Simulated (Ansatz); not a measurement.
Working through a single point from an input written key by key of HLi (charge -1)

With Ansatz 0.2.0 through its Python package.

Run as a notebook:

```python
import ansatz as az
```

```python
DECK = """
crystal:
  periodic: [false, false, false]
  atoms:
    - { symbol: Li, position_ang: [0.0, 0.0, 0.0] }
    - { symbol: H, position_ang: [0.0, 0.0, 1.705] }
magnetization:
  spin_polarized: true
  initial_magnetization: 1
total_charge: -1
basis:
  gaussian: { orbitals: def2-SVP }
hamiltonian:
  xc: b3lyp
accuracy: medium
scf:
  lower_state_search: "off"
"""
```

```python
session = az.Session.from_yaml(DECK)
data = session.plan(threads=1).execute().report
```

    

```python
print("reference energy %16.6f eV" % data["reference_energy_ev"])
print("total energy     %16.6f eV" % data["free_energy_ev"])
print("occupied orbitals outside the frozen core (up, down):", data["n_occupied"], " frozen:", data["n_frozen"], " virtual:", data["n_virtual"])
symbols = ["Li", "H"]
field = data["mean_field"]
print("<S^2> =", round(abs(field["state"]["spin_squared"]), 4), " all-electron relativity setting:", field["relativity"])
print("passes:", field["passes"])
if "symmetry" in field:
    print("occupied orbitals by irrep:", field["symmetry"]["occupied"])
```

    reference energy      -219.796175 eV
    total energy          -219.796175 eV
    occupied orbitals outside the frozen core (up, down): [3, 2]  frozen: 0  virtual: [11, 12]
    <S^2> = 0.7523  all-electron relativity setting: none
    passes: {'evaluations': 12, 'products': 0}
    occupied orbitals by irrep: [{'A1': 3}, {'A1': 2}]

What to keep in mind:
- These settings explore the input space; basis and method may be short of convergence.
- The geometry is a force-field or estimated start, not a minimum of this method, and the basis set is short of its limit.
- The species is open-shell (spin multiplicity 2).
- b3lyp holds the VWN-RPA fit, as in Gaussian; the form of ORCA and Turbomole is b3lyp5.
- Anions want diffuse functions, which this basis lacks.
- It ran for 0.4 s on 1 thread of Arm Neoverse V1, with other jobs on the host, peak memory 0.11 GiB.

(Lines on the test bed's own set-up are left out of the output.)
